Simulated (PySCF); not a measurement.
Compound: CH2PH, CH₃P.
SMILES with atom numbers: `[CH2:1]=[PH:2]` (hydrogens: H3, H4 on C1; H5 on P2)

The same species was optimised twice, with GFN2-xTB and with PBE0-D3(BJ)/def2-SVP (PySCF), and the same property calculations (PySCF, gas phase) were run on both structures.

| coordinate | GFN2-xTB | PBE0-D3(BJ)/def2-SVP | change |
| --- | --- | --- | --- |
| P2–H5 (Å) | 1.408 | 1.436 | +0.028 |
| C1–H3 (Å) | 1.077 | 1.095 | +0.018 |
| C1–H4 (Å) | 1.078 | 1.096 | +0.018 |
| C1=P2 (Å) | 1.663 | 1.666 | +0.003 |
| P2–C1–H3 (°) | 124.5 | 125.4 | +0.9 |
| P2–C1–H4 (°) | 119.6 | 119.1 | -0.5 |
| H3–C1–H4 (°) | 115.9 | 115.5 | -0.4 |
| C1–P2–H5 (°) | 97.8 | 97.6 | -0.2 |

Rotational constants: A = 141951, B = 16558, C = 14828 MHz (GFN2-xTB) against A = 137050, B = 16453, C = 14689 MHz (PBE0-D3(BJ)/def2-SVP). Point groups within 0.08 Å: Cs and Cs.

On the GFN2-xTB structure: HOMO (eV) -7.85 [PBE0/pcSseg-1]; LUMO (eV) -1.78 [PBE0/pcSseg-1]; dipole (D) 1.06 [PBE0/pcSseg-1]; GIAO shielding of C1 (ppm) -10.6 [PBE0/pcSseg-1]; GIAO shielding of P2 (ppm) 45.0 [PBE0/pcSseg-1].

Problem. What do these properties become on the PBE0-D3(BJ)/def2-SVP structure?

Solution. 
```json
{"property": "HOMO (eV)", "level": "PBE0/pcSseg-1", "on GFN2-xTB": "-7.85", "on PBE0-D3(BJ)/def2-SVP": "-7.85", "change": "0.00"}
{"property": "LUMO (eV)", "level": "PBE0/pcSseg-1", "on GFN2-xTB": "-1.78", "on PBE0-D3(BJ)/def2-SVP": "-1.79", "change": "-0.01"}
{"property": "dipole (D)", "level": "PBE0/pcSseg-1", "on GFN2-xTB": "1.06", "on PBE0-D3(BJ)/def2-SVP": "1.03", "change": "-0.03"}
{"property": "energy, GFN2-xTB geometry as zero (kcal/mol)", "level": "PBE0/pcSseg-1", "on GFN2-xTB": "0.0", "on PBE0-D3(BJ)/def2-SVP": "-0.3", "change": "-0.3"}
{"property": "GIAO shielding of C1 (ppm)", "level": "PBE0/pcSseg-1", "on GFN2-xTB": "-10.6", "on PBE0-D3(BJ)/def2-SVP": "-12.2", "change": "-1.6"}
{"property": "GIAO shielding of P2 (ppm)", "level": "PBE0/pcSseg-1", "on GFN2-xTB": "45.0", "on PBE0-D3(BJ)/def2-SVP": "43.9", "change": "-1.1"}
```

The heavy atoms differ by 0.002 Å rms after alignment. Among all bonds P2–H5 changes most (+0.028 Å). Changes are differences of the printed values. Neither structure is proved a minimum here.
